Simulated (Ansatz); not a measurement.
Results of r²SCAN+rVV10 (Ansatz, a program for electronic structure, PAW) for bcc Nb.

Input:

Ansatz 0.2 input:
```yaml
crystal:
  lattice:
    - [-1.6134250307, 1.6134250307, 1.6134250307]
    - [1.6134250307, -1.6134250307, 1.6134250307]
    - [1.6134250307, 1.6134250307, -1.6134250307]
  atoms:
    - { symbol: Nb, position: [0.0, 0.0, 0.0] }
basis:
  ecutwfc: 560
  ecutrho_ratio: 4
  xc_grid: 3
kpoints:
  mp_grid: { grid: [24, 24, 24] }
hamiltonian:
  xc: r2scan
  dispersion: rvv10
  pseudopotentials: { kind: paw }
scf:
  occupations: { method: fermi_dirac, width: 0.05 }
  convergence: { dr2_threshold: 0.0000000001 }
output:
  forces: false
  stress: true
  eigenvalues: true
```

### Question
How many irreducible k-points, plane waves at Γ does the program set up, and what pressure does the run end with?

### Answer
413 irreducible k-points, 531 plane waves at Γ; P = 12.22 GPa, so the cell is compressed on average and its volume would grow at this level.

From the output:

```
Crystal: 1 atoms, lattice volume = 16.800 Å³
Basis set: ecut = 560 eV, 531 PW (Γ), exchange–correlation on 72×72×72 points (27 copies of the dense FFT grid, shifted against one another)
Bands: 11, of which v1, the nominal top of the filled ones, is band 7 counted from 1 (6 counted from 0)
Symmetry: 48 space group operations
Space group: Im-3m (ITA 229), of the structure as read, at distance tolerance 2.6e-5 Å
k-points: 413 of 13824
Functional: x = r2scan, c = r2scan + rvv10(b = 11.95, C = 0.0093); τ floored in thin density (d = 2e-4 eV/Å³)
SCF iter   1: F=—  HF=-4562.163817 eV  |F-HF|=—  |Δ(HF+E_count)|=         —  Δρ=1.15e-2  dr2=1.67e-2  dr2_τ=9.90e-3
SCF iter   2: F=—  HF=-4562.162163 eV  |F-HF|=—  |Δ(HF+E_count)|=   1.65e-3  Δρ=3.88e-3  dr2=7.94e-4  dr2_τ=6.02e-4
  ...
SCF iter   6: F=—  HF=-4562.162560 eV  |F-HF|=—  |Δ(HF+E_count)|=   3.33e-9  Δρ=4.94e-6  dr2=1.92e-9  dr2_τ=2.35e-10
SCF iter   7: F=-4562.162560 eV  HF=-4562.162560 eV  |F-HF|=1.82e-12  |Δ(HF+E_count)|=  1.49e-10  Δρ=5.10e-7  dr2=2.02e-11  dr2_τ=2.56e-12
SCF 1 converged in 7 iterations: F = -4562.162560 eV  dr2 = 2.02e-11
SCF converged after 7 iterations
Free energy (F): -4562.162560 eV
Internal energy: -4562.152105 eV  (E = F + TS)
E sigma→0 (E₀):  -4562.157333 eV
Fermi energy:    19.215989 eV
--- Stress (GPa, compression-positive) ---
       12.221008       0.000000      -0.000000
       -0.000000      12.221008       0.000000
        0.000000       0.000000      12.221008
  P = ⅓ Tr σ = 12.2210 GPa (122.210 kbar)
```

The cell is one volume of an energy–volume scan, off the minimum.

The PAW data were made under PBE.

Cost on a shared machine: around 8 core-seconds (rough).
